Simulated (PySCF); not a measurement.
Compound: H3Si(SH), H4SSi.
InChI=1S/H4SSi/c1-2/h1H,2H3

Computed, not measured: PBE0/pcSseg-1 in PySCF (dipole) on a GFN2-xTB geometry, gas phase.

Take the most abundant isotopes and a rigid rotor. 

**Question.** What are A, B and C (MHz)?

**Answer.** Ia = 7.58, Ib = 80.15, Ic = 81.91 u·Å²; 505379 MHz·u·Å²/I gives A = 66655, B = 6305, C = 6170 MHz.

**Question.** What kind of rotor is it?

**Answer.** A near-prolate asymmetric top; Ray's κ = -0.996.

**Question.** What does the inertial defect say?

**Answer.** Not planar: Δ = Ic − Ia − Ib = -5.82 u·Å². For a rigid frame Δ = −2 Σ m c², so Σ m c² = 2.91 u·Å² lies off the ab plane, practically all of it from hydrogen. The atom farthest from that plane is 1.20 Å away.

**Question.** Give the other two planar moments, Paa and Pbb, and the rms extents of the mass along the axes.

**Answer.** Paa = Σ m a² = (Ib + Ic − Ia)/2 = 77.24 and Pbb = Σ m b² = (Ia + Ic − Ib)/2 = 4.67 u·Å². With the mass M = 63.98 u, the rms extents √(P/M) along a, b and c are 1.10, 0.27, 0.21 Å.

**Question.** Where do the levels up to J = 5 lie, in K?

**Answer.** Above 0(0,0), as E/k:
J = 1: 1(0,1) 0.599, 1(1,1) 3.495, 1(1,0) 3.502
J = 2: 2(0,2) 1.796, 2(1,2) 4.686, 2(1,1) 4.705, 2(2,1) 13.394, 2(2,0) 13.395
J = 3: 3(0,3) 3.592, 3(1,3) 6.472, 3(1,2) 6.511, 3(2,2) 15.191, 3(2,1) 15.191, 3(3,1) 29.689, 3(3,0) 29.689
J = 4: 4(0,4) 5.987, 4(1,4) 8.854, 4(1,3) 8.919, 4(2,3) 17.585, 4(2,2) 17.586, 4(3,2) 32.083, 4(3,1) 32.083, 4(4,1) 52.381, 4(4,0) 52.381
J = 5: 5(0,5) 8.980, 5(1,5) 11.831, 5(1,4) 11.929, 5(2,4) 20.579, 5(2,3) 20.579, 5(3,3) 35.077, 5(3,2) 35.077, 5(4,2) 55.374, 5(4,1) 55.374, 5(5,1) 81.470, 5(5,0) 81.470

**Question.** Which types of transition are allowed, and where do some lines up to J = 4 fall?

**Answer.** The dipole components are |μa| = 1.37 D, |μb| = 1.02 D, |μc| = 0.00 D; the mirror of this Cs structure is the ab plane, so μc vanishes by symmetry and there are no c-type lines. Intensities carry the squares of the components, which stand as 1.00 : 0.55 (a : b). Some lines, for components of 0.1 D or more:

| type | branch | J(Ka,Kc) | MHz | lower level (cm⁻¹) |
| --- | --- | --- | --- | --- |
| a | Q | 2(1,1) ← 2(1,2) | 407 | 3.257 |
| a | R | 1(0,1) ← 0(0,0) | 12475 | 0.000 |
| a | R | 2(1,1) ← 1(1,0) | 25085 | 2.434 |
| a | R | 3(1,3) ← 2(1,2) | 37221 | 3.257 |
| a | R | 3(2,1) ← 2(2,0) | 37425 | 9.310 |
| a | R | 4(0,4) ← 3(0,3) | 49897 | 2.497 |
| a | R | 4(3,2) ← 3(3,1) | 49900 | 20.635 |
| a | R | 4(2,2) ← 3(2,1) | 49901 | 10.558 |
| b | Q | 3(3,1) ← 3(2,2) | 302090 | 10.558 |
| b | Q | 4(3,2) ← 4(2,3) | 302090 | 12.222 |
| b | R | 4(4,0) ← 3(3,1) | 472824 | 20.635 |

**Question.** Estimate the classical rotational partition function at 25 K, 100 K and 200 K.

**Answer.** Point group Cs, symmetry number σ = 1; q = (√π/σ)·√((kT/h)³/(ABC)), k/h = 20836.6 MHz/K: 414 at 25 K, 3310 at 100 K, 9360 at 200 K.

GFN2-xTB frequencies: not computed here. Zero-point vibration and centrifugal distortion are left out. A rigid rotor knows nothing of internal rotation, which can split or shift real lines.
